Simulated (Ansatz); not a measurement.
Relaxed structures of LiHSO, singlet (PBE0-D4/def2-TZVP; forces vanish, vibrations not checked; lower isomers may exist, and structures with a doubtful reference or unclear bonds are left out; Å). Ansatz 0.2.0; basis: def2-TZVPP; cores frozen in the correlated methods. The outer core shell of Li, Na, Mg and K is correlated.

(1) Rank them by CCSD(T) energy, lowest first, and give each one's height above the lowest. Links in brackets join atoms within 1.22 times the sum of their covalent radii (1.1 for two metals). (An estimate is asked for; the value comes from the calculation.)
A.
LiHSO ([Li][O][SH])
```
4
angstrom
Li -1.7600 0.1547 1.1618
O -0.4215 0.1748 0.2908
S 0.9092 0.4636 -0.5501
H 1.2724 -0.7931 -0.9025
```
B.
LiHSO ([Li]1[OH][S]1)
```
4
angstrom
Li -2.1257 0.2927 -0.1095
O -1.0842 -0.1726 1.3122
S 0.0058 0.3692 0.0021
H -0.8340 0.3374 2.0852
```
C.
LiHSO ([Li]1[O][SH]1)
```
4
angstrom
Li -1.3789 0.5848 -0.3903
O -0.5114 -0.0831 0.9233
S 0.7883 0.3201 0.0714
H 1.1020 -0.8218 -0.6044
```

T1 diagnostic: at most 0.015.

Results:

(1) The calculation gives: B (0.000 eV), C (0.118 eV), A (0.253 eV). Heights count from the lowest.

For scale, one of the runs: CCSD(T)/def2-TZVPP, 106 basis functions, launched by `ansatz run in.yaml --threads 2 --pin off --events-out ev --progress --plain --max-ram 4352MiB`. The run took about 2.7 s on 2 CPU threads of an Arm Neoverse V2 (shared host).
